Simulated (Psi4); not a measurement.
# UBHLYP/STO-3G (density fitting) run of AlNH2Cl (SMILES [NH2][Al][Cl])

What is the vertical ionisation energy of AlNH2Cl at UBHLYP/STO-3G (density fitting)? The job is set up through a Python script.

Program for the calculation: Psi4 1.11.

4 further runs of the same task are left out: 1 that didn't finish, 3 set aside as unsound or not needed.

## 1. The system as given

The species is AlNH2Cl (5 atoms), meant as a doublet with charge 0. SMILES: `[NH2][Al][Cl]`. The shape is that of a PBE0-D4/def2-TZVP optimisation. This is one conformer, not always the lowest.

Bond lengths: N1–Al2 1.765 Å, Al2–Cl3 2.116 Å, N1–H4 1.007 Å, N1–H5 1.009 Å. Angles: N1–Al2–Cl3 116.7°, Al2–N1–H4 124.9°, Al2–N1–H5 124.1°, H4–N1–H5 111.0°.

## 2. Energy and forces at UBHLYP/STO-3G (density fitting)

alclh2n.py reads:

```python
import psi4

psi4.set_memory('1600 MB')
psi4.set_num_threads(1)
psi4.core.set_output_file('alclh2n.out', False)

m = psi4.geometry("""
0 2
N     -0.549400     0.461700    -0.232000
Al     0.402600    -0.291600     1.049100
Cl     1.907000    -1.649700     0.440800
H     -1.293600     1.123300    -0.083500
H     -0.416600     0.282700    -1.215900
no_reorient
no_com
""")

psi4.set_options({
    'basis': 'STO-3G',
    'reference': 'uks',
    'scf_type': 'disk_df',
})

E, wfn = psi4.gradient("bhhlyp", return_wfn=True)
print('gradient / Eh bohr^-1')
print(E.np.round(6))
print(f'energy = {wfn.energy():.10f} Eh')
for k, v in sorted(psi4.core.scalar_variables().items()):
    print(f'{k:45s} {v:18.10f}')
```

Launch:

```bash
$ python alclh2n.py
```

alclh2n.out:

```text
[...]
  Running in c1 symmetry.
[...]
  Nuclear repulsion =  119.524169334353630
[...]
  Multiplicity = 2
[...]
  Nalpha       = 20
  Nbeta        = 19
[...]
    Number of basis functions: 25
[...]
   @DF-UKS iter   1:  -749.88347606016657   -1.38705e+00   1.20979e-02 DIIS/ADIIS
[...]
   @DF-UKS iter  11:  -749.96326826029599   -1.13687e-13   2.30006e-09 DIIS
[...]
   @S^2 Observed:                7.518861580E-01
[...]
    Orbital Energies [Eh]
    ---------------------
    Alpha Occupied:
       1A   -101.557952     2A    -56.337577     3A    -14.484965
       4A     -9.560824     5A     -7.210816     6A     -7.202290
       7A     -7.202148     8A     -4.269085     9A     -2.658207
      10A     -2.653807    11A     -2.651428    12A     -0.863756
      13A     -0.785485    14A     -0.475016    15A     -0.426722
      16A     -0.326882    17A     -0.264709    18A     -0.261926
      19A     -0.202211    20A     -0.142703
    Alpha Virtual:
      21A      0.214343    22A      0.350915    23A      0.443739
      24A      0.601469    25A      0.609453
[...]
  @DF-UKS Final Energy:  -749.96326826029599
   => Energetics <=
    Nuclear Repulsion Energy =            119.5241693343536298
    One-Electron Energy =               -1280.1014605494249281
    Two-Electron Energy =                 438.7046181834660956
    DFT Exchange-Correlation Energy =     -28.0905952286907876
    Empirical Dispersion Energy =           0.0000000000000000
    VV10 Nonlocal Energy =                  0.0000000000000000
    Total Energy =                       -749.9632682602958766
[...]
 Multipole Moments:
 ------------------------------------------------------------------------------------
     Multipole            Electronic (a.u.)      Nuclear  (a.u.)        Total (a.u.)
 ------------------------------------------------------------------------------------
 L = 1.  Multiply by 2.5417464519 to convert [e a0] to [Debye]
 Dipole X            :        -61.7578821           60.6541615           -1.1037206
 Dipole Y            :         52.4043060          -51.3963932            1.0079128
 Dipole Z            :        -33.7789433           34.4090782            0.6301349
 Magnitude           :                                                    1.6220843
[...]
  -Total Gradient:
     Atom            X                  Y                   Z
    ------   -----------------  -----------------  -----------------
       1       -0.030352169314     0.024726287609    -0.029588742465
       2        0.014473881653    -0.012297013875     0.006165080259
       3        0.001086636994    -0.000645181412     0.004874192662
       4        0.014778773458    -0.013052280525    -0.001531632640
       5       -0.000057994390     0.001328306645     0.020047977945
[...]
```

Standard output:

```text
gradient / Eh bohr^-1
[[-3.0352e-02  2.4726e-02 -2.9589e-02]
 [ 1.4474e-02 -1.2297e-02  6.1650e-03]
 [ 1.0870e-03 -6.4500e-04  4.8740e-03]
 [ 1.4779e-02 -1.3052e-02 -1.5320e-03]
 [-5.8000e-05  1.3280e-03  2.0048e-02]]
energy = -749.9632682603 Eh
CURRENT ENERGY                                   -749.9632682603
CURRENT REFERENCE ENERGY                         -749.9632682603
DD SOLVATION ENERGY                                 0.0000000000
DFT FUNCTIONAL TOTAL ENERGY                      -749.9632682603
DFT TOTAL ENERGY                                 -749.9632682603
DFT VV10 ENERGY                                     0.0000000000
DFT XC ENERGY                                     -28.0905952287
GRID ELECTRONS ALPHA                               20.0000033716
GRID ELECTRONS BETA                                19.0000035523
GRID ELECTRONS TOTAL                               39.0000069239
NUCLEAR REPULSION ENERGY                          119.5241693344
ONE-ELECTRON ENERGY                             -1280.1014605494
PCM POLARIZATION ENERGY                             0.0000000000
PE ENERGY                                           0.0000000000
SCF ITERATION ENERGY                             -749.9632682603
SCF ITERATIONS                                     11.0000000000
SCF TOTAL ENERGY                                 -749.9632682603
TWO-ELECTRON ENERGY                               438.7046181835
XC GRID RADIAL POINTS                              75.0000000000
XC GRID SPHERICAL POINTS                          302.0000000000
XC GRID TOTAL POINTS                           104614.0000000000
```

It took 10 s on 1 thread of Intel Xeon Platinum 8259CL at 2.50GHz (Skylake/Cascade Lake), shared host; peak memory 0.26 GiB.

## 3. The singlet cation

alclh2n.xyz reads:

```xyz
5
AlClH2N
N     -0.549400     0.461700    -0.232000
Al     0.402600    -0.291600     1.049100
Cl     1.907000    -1.649700     0.440800
H     -1.293600     1.123300    -0.083500
H     -0.416600     0.282700    -1.215900
```

calc.py reads:

```python
import psi4

psi4.set_memory(1600000000)
psi4.set_num_threads(1)
psi4.core.set_output_file('alclh2n.out', False)

with open('alclh2n.xyz') as f:
    atoms = ''.join(f.readlines()[2:])
geom = psi4.geometry('1 1\n' + atoms + 'no_reorient\nno_com')

options = {'reference': 'uks', 'scf_type': 'disk_df'}
psi4.set_options(options)

result, w = psi4.gradient("bhhlyp/STO-3G", molecule=geom, return_wfn=True)
print('gradient / Eh bohr^-1')
print(result.np.round(6))
print(f'energy = {w.energy():.10f} Eh')
for k, v in sorted(psi4.core.scalar_variables().items()):
    print(f'{k:45s} {v:18.10f}')
```

Launch:

```bash
$ python calc.py
```

alclh2n.out:

```text
[...]
  Running in c1 symmetry.
[...]
  Nuclear repulsion =  119.524169334353630
[...]
  Multiplicity = 1
[...]
  Nalpha       = 19
  Nbeta        = 19
[...]
    Number of basis functions: 25
[...]
   @DF-UKS iter   1:  -749.58450322107410   -1.08808e+00   1.55831e-02 DIIS/ADIIS
[...]
   @DF-UKS iter  11:  -749.75151676287624   -1.02318e-12   3.46491e-09 DIIS
[...]
   @S^2 Observed:               -1.065814104E-14
[...]
    Orbital Energies [Eh]
    ---------------------
    Alpha Occupied:
       1A   -101.909575     2A    -56.755083     3A    -14.781164
       4A     -9.895870     5A     -7.546972     6A     -7.536909
       7A     -7.536634     8A     -4.659790     9A     -3.049976
      10A     -3.048099    11A     -3.046001    12A     -1.117042
      13A     -1.060480    14A     -0.721553    15A     -0.688854
      16A     -0.587791    17A     -0.534306    18A     -0.528937
      19A     -0.465248
    Alpha Virtual:
      20A     -0.276206    21A     -0.075563    22A      0.062158
      23A      0.171681    24A      0.350245    25A      0.361668
[...]
  @DF-UKS Final Energy:  -749.75151676287624
   => Energetics <=
    Nuclear Repulsion Energy =            119.5241693343536298
    One-Electron Energy =               -1267.7163387756436350
    Two-Electron Energy =                 426.2659228248327281
    DFT Exchange-Correlation Energy =     -27.8252701464190402
    Empirical Dispersion Energy =           0.0000000000000000
    VV10 Nonlocal Energy =                  0.0000000000000000
    Total Energy =                       -749.7515167628762356
[...]
 Multipole Moments:
 ------------------------------------------------------------------------------------
     Multipole            Electronic (a.u.)      Nuclear  (a.u.)        Total (a.u.)
 ------------------------------------------------------------------------------------
 L = 1.  Multiply by 2.5417464519 to convert [e a0] to [Debye]
 Dipole X            :        -60.7423948           60.6541615           -0.0882333
 Dipole Y            :         51.6172492          -51.3963932            0.2208560
 Dipole Z            :        -31.9940191           34.4090782            2.4150590
 Magnitude           :                                                    2.4267412
[...]
  -Total Gradient:
     Atom            X                  Y                   Z
    ------   -----------------  -----------------  -----------------
       1       -0.023712536264     0.016048812879    -0.074648416492
       2       -0.002982607479     0.007865148451     0.082455391941
       3        0.019591585475    -0.018763745092    -0.024814900937
       4        0.017954530923    -0.015965676481    -0.003522632270
       5       -0.010921889766     0.010875225429     0.020491216029
[...]
```

The script printed:

```text
gradient / Eh bohr^-1
[[-0.023713  0.016049 -0.074648]
 [-0.002983  0.007865  0.082455]
 [ 0.019592 -0.018764 -0.024815]
 [ 0.017955 -0.015966 -0.003523]
 [-0.010922  0.010875  0.020491]]
energy = -749.7515167629 Eh
CURRENT ENERGY                                   -749.7515167629
CURRENT REFERENCE ENERGY                         -749.7515167629
DD SOLVATION ENERGY                                 0.0000000000
DFT FUNCTIONAL TOTAL ENERGY                      -749.7515167629
DFT TOTAL ENERGY                                 -749.7515167629
DFT VV10 ENERGY                                     0.0000000000
DFT XC ENERGY                                     -27.8252701464
GRID ELECTRONS ALPHA                               19.0000035567
GRID ELECTRONS BETA                                19.0000035567
GRID ELECTRONS TOTAL                               38.0000071134
NUCLEAR REPULSION ENERGY                          119.5241693344
ONE-ELECTRON ENERGY                             -1267.7163387756
PCM POLARIZATION ENERGY                             0.0000000000
PE ENERGY                                           0.0000000000
SCF ITERATION ENERGY                             -749.7515167629
SCF ITERATIONS                                     11.0000000000
SCF TOTAL ENERGY                                 -749.7515167629
TWO-ELECTRON ENERGY                               426.2659228248
XC GRID RADIAL POINTS                              75.0000000000
XC GRID SPHERICAL POINTS                          302.0000000000
XC GRID TOTAL POINTS                           104614.0000000000
```

Run time: 9.6 s. Hardware: 1 thread of Intel Xeon Platinum 8259CL at 2.50GHz (Skylake/Cascade Lake), shared host; peak memory 0.26 GiB.

## 4. Outcome

Level: UBHLYP/STO-3G (density fitting).

```
                                           quantity          value
                      doublet AlNH2Cl: total energy  -749.96327 Eh
                     doublet AlNH2Cl: dipole moment         4.12 D
doublet AlNH2Cl: HOMO energy (highest over α and β)       -3.88 eV
 doublet AlNH2Cl: LUMO energy (lowest over α and β)        2.40 eV
                              doublet AlNH2Cl: ⟨S²⟩          0.752
          doublet AlNH2Cl: largest force on an atom     2.523 eV/Å
                       singlet cation: total energy  -749.75152 Eh
                        singlet cation: HOMO energy      -12.66 eV
                        singlet cation: LUMO energy       -7.52 eV
                      singlet cation: HOMO–LUMO gap        5.14 eV
           singlet cation: largest force on an atom     4.262 eV/Å
 vertical ionisation energy (to the singlet cation)       5.762 eV
```

The vertical ionisation energy comes to 5.76 eV (556 kJ/mol). The largest force (doublet AlNH2Cl) is 2.52 eV/Å: the shape isn't a stationary point for this species at this level. Only the singlet of the ionised species was computed; a triplet could lie lower. In a minimal basis such a difference can be off by several eV, whatever the method.
